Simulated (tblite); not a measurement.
Species: P3H5.
Z-matrix (Å and degrees, GFN2-xTB geometry), rows numbered from 1:
```
P 
P   1  2.1687
P   2  2.1687  1   97.06
H   1  1.3956  2   93.40  3    87.82
H   1  1.3926  2   92.92  3  -179.89
H   2  1.3987  1   93.61  3    94.07
H   3  1.3956  2   93.42  1   -88.00
H   3  1.3925  2   92.91  1   179.71
```

Method: GFN2-xTB as coded in tblite; computed harmonic values from a numerical Hessian at the method's own geometry, unscaled. This tight-binding method is rough: wavenumbers can miss measured ones by several per cent, in bad cases by 10 to 20. Modes of hydrogen on phosphorus can be 10 to 20 % off. One conformer, not necessarily the lowest.

Harmonic wavenumbers (cm⁻¹): 112.9, 114.3, 152.6, 481.9, 501.0, 621.2, 630.9, 723.8, 803.6, 866.1, 870.8, 1106.3, 1116.6, 2227.1, 2241.3, 2263.3, 2311.5, 2320.2.

A = 9946, B = 2684, C = 2217 MHz; mass 97.960 u (most abundant isotopes); point group Cs, symmetry number 1.

Task: What is the zero-point energy?

Result: ½Σν̃ = 9733 cm⁻¹ = 116.43 kJ/mol.

Task: What is S at 273.15 K and 1 bar for an ideal gas of classical rigid rotors and harmonic oscillators?

Result: Translation 164.21, rotation 108.11, vibration 46.13: S = 318.5 J/(mol K).

Task: And Cp and H(273.15 K) − H(0)?

Result: Cp = 84.64 J/(mol K), of which vibrations give 51.38 (their classical limit is 18 R = 149.7); H(273.15 K) − H(0) = 16.04 kJ/mol without the zero-point energy, 6.96 from vibrations.

Task: What must be added to the electronic energy to get the Gibbs energy at 273.15 K and 1 bar?

Result: ZPE + [H(273.15 K) − H(0)] − T·S = 116.43 + 16.04 − 86.99 = 45.48 kJ/mol.

Task: How do the functions run with temperature in this model?

Result: 
| T (K) | S (J/(mol K)) | Cp (J/(mol K)) | H − H(0) (kJ/mol) | G − H(0) (kJ/mol) | ln q(vib) |
| --- | --- | --- | --- | --- | --- |
| 50 | 219.2 | 42.6 | 1.79 | -9.17 | 0.09 |
| 100 | 252.5 | 53.2 | 4.23 | -21.02 | 0.55 |
| 298.15 | 326.1 | 89.1 | 18.22 | -79.00 | 2.77 |
| 373.15 | 347.4 | 100.9 | 25.36 | -104.27 | 3.61 |
| 500 | 379.2 | 116.4 | 39.19 | -150.40 | 5.01 |
| 750 | 430.6 | 137.4 | 71.10 | -251.88 | 7.60 |
| 1000 | 472.2 | 151.1 | 107.28 | -364.90 | 9.94 |

q(vib) and H(0) count from the zero-point level.

Task: Which modes carry the vibrational entropy at 273.15 K?

Result: 112.9 cm⁻¹: 12.76; 114.3 cm⁻¹: 12.66; 152.6 cm⁻¹: 10.35; 481.9 cm⁻¹: 2.49; 501.0 cm⁻¹: 2.30; 621.2 cm⁻¹: 1.39 J/(mol K); the other 12 give 4.18 together.

Hindered rotation and anharmonicity are outside this model. Other conformers, if any are populated, would add a mixing term that is left out.
